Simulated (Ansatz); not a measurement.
Active spaces for SiH4, singlet

Computed with Ansatz's Gaussian-basis code (development build). Basis cc-pV(T+d)Z on Si, cc-pVTZ on H, nonrelativistic, no frozen core. State-specific CASSCF; RHF is the lowest restricted (open-shell) Hartree–Fock solution met. No symmetry is imposed, so a solution can break that of the shape. The lowest solution met needn't be the lowest there is, nor hold the orbitals that a chemist would pick.

Geometry. A bond is stretched, to 2.40 times the sum of the covalent radii.

```xyz
5

Si    0.0000    0.0000    0.0000
H     1.9691    1.9691    1.9691
H    -0.8561   -0.8561    0.8561
H    -0.8561    0.8561   -0.8561
H     0.8561   -0.8561   -0.8561
```

Question: What do CASSCF and its corrections give against RHF in CAS(2,2), and what are the occupations?

Answer: CASSCF -2.482 eV, SC-NEVPT2 -8.617 eV; occupations 1.40, 0.60.
